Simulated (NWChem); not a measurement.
Everything below was run with NWChem. System: C2H5, charge 1, spin multiplicity 1, at the geometry of a parent with another charge or spin, in a state set for the comparison that need not be this species' ground state. Level: RHF/def2-TZVP.

Job file:

```
start mol
memory heap 200 mb stack 900 mb global 1100 mb
charge 1
geometry units angstroms nocenter noautoz noautosym
  C      0.786718    -0.111259    -0.017825
  C     -0.685588     0.101544    -0.001895
  H      1.478943     0.705476     0.202420
  H      1.207495    -1.114605    -0.125421
  H     -1.125296    -0.099810     0.999128
  H     -0.958487     1.139104    -0.255640
  H     -1.209431    -0.571879    -0.702167
end
basis spherical
  * library def2-tzvp
end
scf
  rhf
  nopen 0
  maxiter 100
  thresh 1e-7
  semidirect memsize 60000000 filesize 0
end
task scf energy
```

Output (cleaned and shortened):

```
             Northwest Computational Chemistry Package (NWChem) 7.3.0
             --------------------------------------------------------

                                NWChem Input Module
                                -------------------

 Scaling coordinates for geometry "geometry" by  1.889725989
 (inverse scale =  0.529177249)

                             Geometry "geometry" -> ""
                             -------------------------

 Output coordinates in angstroms (scale by  1.889725989 to convert to a.u.)

  No.       Tag          Charge          X              Y              Z
 ---- ---------------- ---------- -------------- -------------- --------------
    1 C                    6.0000     0.78671800    -0.11125900    -0.01782500
    2 C                    6.0000    -0.68558800     0.10154400    -0.00189500
    3 H                    1.0000     1.47894300     0.70547600     0.20242000
    4 H                    1.0000     1.20749500    -1.11460500    -0.12542100
    5 H                    1.0000    -1.12529600    -0.09981000     0.99912800
    6 H                    1.0000    -0.95848700     1.13910400    -0.25564000
    7 H                    1.0000    -1.20943100    -0.57187900    -0.70216700

 Effective nuclear repulsion energy (a.u.)      36.7605030767

            Nuclear Dipole moment (a.u.)
            ----------------------------
        X                 Y               Z
 ---------------- ---------------- ----------------
     0.0000075589    -0.0000075589     0.0000000000


 Summary of "ao basis" -> "" (spherical)
 ------------------------------------------------------------------------------
       Tag                 Description            Shells   Functions and Types
 ---------------- ------------------------------  ------  ---------------------
 *                         def2-tzvp                  on all atoms

 Summary of "ao basis" -> "ao basis" (spherical)
 ------------------------------------------------------------------------------
       Tag                 Description            Shells   Functions and Types
 ---------------- ------------------------------  ------  ---------------------
 C                         def2-tzvp                11       31   5s3p2d1f
 H                         def2-tzvp                 4        6   3s1p

                                 NWChem SCF Module
                                 -----------------

  ao basis        = "ao basis"
  functions       =    92
  atoms           =     7
  closed shells   =     8
  open shells     =     0
  charge          =   1.00
  wavefunction    = RHF
  use symmetry    = F
  symmetry adapt  = F

 Summary of "ao basis" -> "ao basis" (spherical)
 ------------------------------------------------------------------------------
       Tag                 Description            Shells   Functions and Types
 ---------------- ------------------------------  ------  ---------------------
 C                         def2-tzvp                11       31   5s3p2d1f
 H                         def2-tzvp                 4        6   3s1p

 Forming initial guess at       0.0s

      Superposition of Atomic Density Guess
      -------------------------------------

 Sum of atomic energies:         -77.84170241

 Renormalizing density from      17.00 to     16

      Non-variational initial energy
      ------------------------------

 Total energy =     -75.433913
 1-e energy   =    -165.046996
 2-e energy   =      52.852579
 HOMO         =      -0.786668
 LUMO         =      -0.526914

 Starting SCF solution at       0.7s

 ----------------------------------------------
         Quadratically convergent ROHF

 Convergence threshold     :          1.000E-07
 Maximum no. of iterations :          100
 Final Fock-matrix accuracy:          1.000E-09
 ----------------------------------------------

              iter       energy          gnorm     gmax       time
             ----- ------------------- --------- --------- --------
                 1      -78.2403497284  1.32D+00  3.01D-01      0.8
                 2      -78.3291459145  2.45D-01  7.25D-02      0.9
                 3      -78.3360931263  2.19D-02  1.41D-02      1.1
                 4      -78.3362030596  4.93D-04  1.50D-04      1.4
                 5      -78.3362030965  1.17D-07  2.94D-08      1.9
                 6      -78.3362030965  3.77D-09  1.53D-09      2.2

       Final RHF  results
       ------------------

         Total SCF energy =    -78.336203096522
      One-electron energy =   -172.373439202962
      Two-electron energy =     57.276733029724
 Nuclear repulsion energy =     36.760503076716

        Time for solution =      1.5s

             Final eigenvalues
             -----------------

              1
    1  -11.6372
    2  -11.4837
    3   -1.3139
    4   -1.1153
    5   -0.9318
    6   -0.8491
    7   -0.8064
    8   -0.7726
    9   -0.2369
   10   -0.0534
   11   -0.0215
   12   -0.0068
   13    0.0223
   14    0.0471
   15    0.0768
   16    0.0911
   17    0.1301
   18    0.1363

                       ROHF Final Molecular Orbital Analysis
                       -------------------------------------

 Vector    6  Occ=2.000000D+00  E=-8.491400D-01
              MO Center= -5.1D-02,  2.4D-03,  2.0D-02, r^2= 1.6D+00
   Bfn.  Coefficient  Atom+Function         Bfn.  Coefficient  Atom+Function
  ----- ------------  ---------------      ----- ------------  ---------------
     6      0.312320  1 C  px                 9      0.271718  1 C  px
    37     -0.271680  2 C  px                40     -0.221397  2 C  px

 Vector    7  Occ=2.000000D+00  E=-8.063812D-01
              MO Center= -7.6D-01,  3.0D-02,  1.7D-01, r^2= 1.3D+00
   Bfn.  Coefficient  Atom+Function         Bfn.  Coefficient  Atom+Function
  ----- ------------  ---------------      ----- ------------  ---------------
    39      0.305371  2 C  pz                42      0.277931  2 C  pz
    76      0.222760  5 H  s

 Vector    8  Occ=2.000000D+00  E=-7.725652D-01
              MO Center= -5.4D-01,  1.6D-01, -1.7D-01, r^2= 1.8D+00
   Bfn.  Coefficient  Atom+Function         Bfn.  Coefficient  Atom+Function
  ----- ------------  ---------------      ----- ------------  ---------------
    38      0.289511  2 C  py                41      0.262581  2 C  py
    82      0.205592  6 H  s                 88     -0.187775  7 H  s

 Vector    9  Occ=0.000000D+00  E=-2.368581D-01
              MO Center=  6.6D-01, -9.9D-02, -2.2D-02, r^2= 1.9D+00
   Bfn.  Coefficient  Atom+Function         Bfn.  Coefficient  Atom+Function
  ----- ------------  ---------------      ----- ------------  ---------------
    14      0.488681  1 C  pz                11      0.362392  1 C  pz
     8      0.342614  1 C  pz                77     -0.167738  5 H  s

 Vector   10  Occ=0.000000D+00  E=-5.335569D-02
              MO Center=  3.9D-01, -7.5D-02,  3.1D-02, r^2= 6.2D+00
   Bfn.  Coefficient  Atom+Function         Bfn.  Coefficient  Atom+Function
  ----- ------------  ---------------      ----- ------------  ---------------
    36      3.538560  2 C  s                 71     -1.319506  4 H  s
    65     -1.291242  3 H  s                 77     -1.248921  5 H  s
    83     -1.224192  6 H  s                 89     -1.222091  7 H  s
    12      0.878553  1 C  px                 5      0.598500  1 C  s
     4      0.532226  1 C  s                 35     -0.373748  2 C  s

 Vector   11  Occ=0.000000D+00  E=-2.153921D-02
              MO Center=  5.9D-02, -2.9D-02,  1.7D-01, r^2= 7.4D+00
   Bfn.  Coefficient  Atom+Function         Bfn.  Coefficient  Atom+Function
  ----- ------------  ---------------      ----- ------------  ---------------
    36      5.682940  2 C  s                  5     -4.176734  1 C  s
    77     -1.763073  5 H  s                 89     -1.338654  7 H  s
    65      1.276437  3 H  s                 83     -1.184391  6 H  s
    71      1.089762  4 H  s                 12      1.016889  1 C  px
    43      0.673092  2 C  px                40      0.304220  2 C  px

 center of mass
 --------------
 x =   0.03917759 y =  -0.00376381 z =  -0.00763944

 moments of inertia (a.u.)
 ------------------
          18.935680755254           8.854653289254           0.112398697575
           8.854653289254          78.686421765413          -1.131235539279
           0.112398697575          -1.131235539279          85.985024511838

  Mulliken analysis of the total density
  --------------------------------------

    Atom       Charge   Shell Charges
 -----------   ------   -------------------------------------------------------
    1 C    6     5.82   0.86  1.12  0.57  0.74  0.07  1.07  1.14  0.19  0.02  0.06  0.00
    2 C    6     6.36   0.85  1.12  0.47  0.70  0.07  1.26  1.46  0.34  0.02  0.04  0.00
    3 H    1     0.74   0.25  0.43  0.03  0.02
    4 H    1     0.74   0.25  0.43  0.03  0.02
    5 H    1     0.75   0.24  0.44  0.05  0.02
    6 H    1     0.79   0.25  0.46  0.06  0.02
    7 H    1     0.79   0.25  0.45  0.06  0.02

       Multipole analysis of the density wrt the origin
       ------------------------------------------------

     L   x y z        total         open         nuclear
     -   - - -        -----         ----         -------
     0   0 0 0      1.000000      0.000000     17.000000

     1   1 0 0      0.734941      0.000000      0.000008
     1   0 1 0     -0.131363      0.000000     -0.000008
     1   0 0 1      0.055626      0.000000      0.000000

     2   2 0 0     -4.422531      0.000000     49.376267
     2   1 1 0     -0.352160      0.000000     -5.475350
     2   1 0 1     -0.177308      0.000000      0.148247
     2   0 2 0     -7.395580      0.000000     12.537095
     2   0 1 1      0.125365      0.000000      1.085507
     2   0 0 2     -7.983711      0.000000      5.768266

 Task  times  cpu:        2.2s     wall:        2.2s

 Total times  cpu:        2.2s     wall:        2.2s
```
